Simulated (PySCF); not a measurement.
Compound: acrylamide, C₃H₅NO.
Bonds: C1–C2 (double), C2–C3, C3–N4, C3–O5 (double). Hydrogens: H6, H7 on C1; H8 on C2; H9, H10 on N4.

Level: wB97X-D/pcSseg-2 in PySCF, non-relativistic, on one gas-phase PBE0-D3(BJ)/def2-TZVP geometry that isn't relaxed in the solvent. The solvent is an IEF-PCM continuum (van der Waals radii × 1.2). Only the electrostatic response of the medium enters.

Gas phase at wB97X-D/pcSseg-2: HOMO -9.43 eV, LUMO 0.68 eV, dipole 3.70 D.

Q: What does the continuum do to the energy, the frontier levels and the dipole at wB97X-D/pcSseg-2 in chloroform?

A: 
| solvent | ε | E(solvent) − E(gas) (kcal/mol) | polarisation term (kcal/mol) | distortion of the solute (kcal/mol) | HOMO (eV) | LUMO (eV) | dipole (D) |
| --- | --- | --- | --- | --- | --- | --- | --- |
| chloroform | 4.711 | -6.98 | -8.09 | 1.11 | -9.64 | 0.70 | 4.60 |

The first energy column is the sum of the next two and covers electrostatics alone.

Q: Which radius a makes the point-dipole formula ΔE = −[(ε − 1)/(2ε + 1)]·μ²/a³ give the value in chloroform, with the gas-phase dipole?

A: μ = 1.455 au and |ΔE| = 0.01113 Eh give a = 2.16 Å; the farthest nucleus lies 2.74 Å from the centroid of the nuclei, so such a sphere wouldn't even hold the nuclei. The formula assumes a rigid point dipole at the centre of a sphere.

The values belong to the conformer `[CH2:1]=[CH:2][C:3]([NH2:4])=[O:5]`: C1–C2–C3–N4 179°, H–N4–C3–C2 -5°, H–N4–C3–C2 -177°.

The pairwise dispersion term of wB97X-D wasn't added to the energies; at a given geometry it leaves orbitals and properties as they are.
